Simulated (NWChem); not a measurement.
The numbers come from NWChem runs, not from measurements. System: silicon monoxide (OSi), charge 0, spin multiplicity 1, at a geometry optimised with PBE0/def2-SVP. Level: EOM-CCSD/def2-SVPD, 6 core orbitals frozen.

Input file:

```
start mol
memory heap 100 mb stack 700 mb global 1900 mb
geometry units angstroms nocenter noautoz
  Si     0.000000     0.000000     0.553938
  O      0.000000     0.000000    -0.969391
  symmetry group C2v
end
basis spherical
  * library def2-svpd
end
scf
  rhf
  nopen 0
  maxiter 100
  thresh 1e-7
  semidirect memsize 60000000 filesize 0
end
tce
  freeze core 6
  ccsd
  nroots 1
  2eorb
  2emet 13
  thresh 1e-5
  maxiter 200
  tilesize 24
end
task tce energy
```

Part of the output:

```
             Northwest Computational Chemistry Package (NWChem) 7.3.0
             --------------------------------------------------------

                                NWChem Input Module
                                -------------------

 Scaling coordinates for geometry "geometry" by  1.889725989
 (inverse scale =  0.529177249)

 Turning off AUTOSYM since
 SYMMETRY directive was detected!

                             Geometry "geometry" -> ""
                             -------------------------

 Output coordinates in angstroms (scale by  1.889725989 to convert to a.u.)

  No.       Tag          Charge          X              Y              Z
 ---- ---------------- ---------- -------------- -------------- --------------
    1 Si                  14.0000     0.00000000     0.00000000     0.55393800
    2 O                    8.0000     0.00000000     0.00000000    -0.96939100

 Effective nuclear repulsion energy (a.u.)      38.9067968167

            Nuclear Dipole moment (a.u.)
            ----------------------------
        X                 Y               Z
 ---------------- ---------------- ----------------
     0.0000000000     0.0000000000     0.0000075589

      Symmetry information
      --------------------

 Group name             C2v
 Group number             16
 Group order               4
 No. of unique centers     2

      Symmetry unique atoms

     1    2


 Summary of "ao basis" -> "" (spherical)
 ------------------------------------------------------------------------------
       Tag                 Description            Shells   Functions and Types
 ---------------- ------------------------------  ------  ---------------------
 *                         def2-svpd                  on all atoms

 Summary of "ao basis" -> "ao basis" (spherical)
 ------------------------------------------------------------------------------
       Tag                 Description            Shells   Functions and Types
 ---------------- ------------------------------  ------  ---------------------
 Si                        def2-svpd                10       24   5s3p2d
 O                         def2-svpd                 9       23   4s3p2d

                                 NWChem SCF Module
                                 -----------------

  ao basis        = "ao basis"
  functions       =    47
  atoms           =     2
  closed shells   =    11
  open shells     =     0
  charge          =   0.00
  wavefunction    = RHF
  use symmetry    = T
  symmetry adapt  = T

 Summary of "ao basis" -> "ao basis" (spherical)
 ------------------------------------------------------------------------------
       Tag                 Description            Shells   Functions and Types
 ---------------- ------------------------------  ------  ---------------------
 Si                        def2-svpd                10       24   5s3p2d
 O                         def2-svpd                 9       23   4s3p2d

      Symmetry analysis of basis
      --------------------------

        a1         23
        a2          4
        b1         10
        b2         10

 Forming initial guess at       0.0s

      Superposition of Atomic Density Guess
      -------------------------------------

 Sum of atomic energies:        -363.43315520

      Non-variational initial energy
      ------------------------------

 Total energy =    -363.480274
 1-e energy   =    -580.574669
 2-e energy   =     178.187598
 HOMO         =      -0.348597
 LUMO         =      -0.024989
[...]
   0.0000373813520   0.2110058424793    5.74176     0.1     0.1

 Iteration  11 using   12 trial vectors
   0.0000128748524   0.2110063571686    5.74178     0.1     0.1

 Iteration  12 using   13 trial vectors
   0.0000053391969   0.2110064353347    5.74178     0.1     0.1
 --------------------------------------------------------------
 Iterations converged
 ------------------

 Excited state root  1
 Excitation energy / hartree =        0.211006435334691
                   / eV      =        5.741779691541313
 largest EOMCCSD amplitudes: R1 and R2

 Singles contributions
    12b1  (alpha) ---    10b2  (alpha)       -0.6290472206
    21b1  (alpha) ---    10b2  (alpha)       -0.1175169594
    13b2  (alpha) ---     9b1  (alpha)        0.6290472206
    22b2  (alpha) ---     9b1  (alpha)       -0.1175169594

 Doubles contributions

 =========================================
 Excited-state calculation ( b1  symmetry)
 =========================================
 Dim. of EOMCC iter. space      500

 EOMCCSD SOLVER TYPE  1
  maxdiff =   0.47970461928446773

 No. of initial right vectors    1

 EOM-CCSD right-hand side iterations
 --------------------------------------------------------------
      Residuum       Omega / hartree  Omega / eV    Cpu    Wall
 --------------------------------------------------------------

 Iteration   1 using    1 trial vectors
   0.4883708581414   0.3286894998571    8.94410     0.1     0.1

 Iteration   2 using    2 trial vectors
   0.1503275756783   0.2399009385299    6.52804     0.1     0.1

 Iteration   3 using    3 trial vectors
   0.0938330801571   0.2239125261598    6.09297     0.1     0.1

 Iteration   4 using    4 trial vectors
   0.0628208483781   0.2150570894054    5.85200     0.1     0.1

 Iteration   5 using    5 trial vectors
   0.0261565243180   0.2119645851242    5.76785     0.1     0.1

 Iteration   6 using    6 trial vectors
   0.0154134915106   0.2110602453209    5.74324     0.1     0.1

 Iteration   7 using    7 trial vectors
   0.0094251484594   0.2108164212138    5.73661     0.1     0.1

 Iteration   8 using    8 trial vectors
   0.0047782199968   0.2107590382060    5.73505     0.1     0.1

 Iteration   9 using    9 trial vectors
   0.0018865120604   0.2107665321125    5.73525     0.1     0.1

 Iteration  10 using   10 trial vectors
   0.0009544810129   0.2107616522802    5.73512     0.1     0.1

 Iteration  11 using   11 trial vectors
   0.0006619673969   0.2107621155688    5.73513     0.1     0.1

 Iteration  12 using   12 trial vectors
   0.0003536128285   0.2107584274171    5.73503     0.1     0.1

 Iteration  13 using   13 trial vectors
   0.0001526312262   0.2107570965230    5.73499     0.1     0.1

 Iteration  14 using   14 trial vectors
   0.0000630237247   0.2107572047526    5.73500     0.1     0.1

 Iteration  15 using   15 trial vectors
   0.0000256738756   0.2107571001722    5.73499     0.1     0.1

 Iteration  16 using   16 trial vectors
   0.0000107366632   0.2107571750241    5.73500     0.1     0.1

 Iteration  17 using   17 trial vectors
   0.0000048617149   0.2107571255064    5.73500     0.1     0.1
 --------------------------------------------------------------
 Iterations converged
 ------------------

 Excited state root  1
 Excitation energy / hartree =        0.210757125506363
                   / eV      =        5.734995623051047
 largest EOMCCSD amplitudes: R1 and R2

 Singles contributions
    12b1  (alpha) ---     8a1  (alpha)        0.3117051930
    12b1  (alpha) ---    11a1  (alpha)       -0.8396214655
    21b1  (alpha) ---    11a1  (alpha)       -0.1323056805

 Doubles contributions

 =========================================
 Excited-state calculation ( b2  symmetry)
 =========================================
 Dim. of EOMCC iter. space      500

 EOMCCSD SOLVER TYPE  1
  maxdiff =   0.47970461928446895

 No. of initial right vectors    1

 EOM-CCSD right-hand side iterations
 --------------------------------------------------------------
      Residuum       Omega / hartree  Omega / eV    Cpu    Wall
 --------------------------------------------------------------

 Iteration   1 using    1 trial vectors
   0.4883708581414   0.3286894998571    8.94410     0.1     0.1

 Iteration   2 using    2 trial vectors
   0.1503275756783   0.2399009385299    6.52804     0.1     0.1

 Iteration   3 using    3 trial vectors
   0.0938330801571   0.2239125261598    6.09297     0.1     0.1

 Iteration   4 using    4 trial vectors
   0.0628208483781   0.2150570894054    5.85200     0.1     0.1

 Iteration   5 using    5 trial vectors
   0.0261565243180   0.2119645851242    5.76785     0.1     0.1

 Iteration   6 using    6 trial vectors
   0.0154134915106   0.2110602453209    5.74324     0.1     0.1

 Iteration   7 using    7 trial vectors
   0.0094251484594   0.2108164212138    5.73661     0.1     0.1

 Iteration   8 using    8 trial vectors
   0.0047782199968   0.2107590382060    5.73505     0.1     0.1

 Iteration   9 using    9 trial vectors
   0.0018865120604   0.2107665321125    5.73525     0.1     0.1

 Iteration  10 using   10 trial vectors
   0.0009544810129   0.2107616522802    5.73512     0.1     0.1

 Iteration  11 using   11 trial vectors
   0.0006619673969   0.2107621155688    5.73513     0.1     0.1

 Iteration  12 using   12 trial vectors
   0.0003536128285   0.2107584274171    5.73503     0.1     0.1

 Iteration  13 using   13 trial vectors
   0.0001526312262   0.2107570965230    5.73499     0.1     0.1

 Iteration  14 using   14 trial vectors
   0.0000630237247   0.2107572047526    5.73500     0.1     0.1

 Iteration  15 using   15 trial vectors
   0.0000256738756   0.2107571001722    5.73499     0.1     0.1

 Iteration  16 using   16 trial vectors
   0.0000107366632   0.2107571750241    5.73500     0.1     0.1

 Iteration  17 using   17 trial vectors
   0.0000048617149   0.2107571255064    5.73500     0.1     0.1
 --------------------------------------------------------------
 Iterations converged
 ------------------

 Excited state root  1
 Excitation energy / hartree =        0.210757125506364
                   / eV      =        5.734995623051076
 largest EOMCCSD amplitudes: R1 and R2

 Singles contributions
    13b2  (alpha) ---     8a1  (alpha)        0.3117051930
    13b2  (alpha) ---    11a1  (alpha)       -0.8396214655
    22b2  (alpha) ---    11a1  (alpha)        0.1323056805

 Doubles contributions

 Task  times  cpu:        5.7s     wall:        5.7s

 Total times  cpu:        5.8s     wall:        5.8s
```
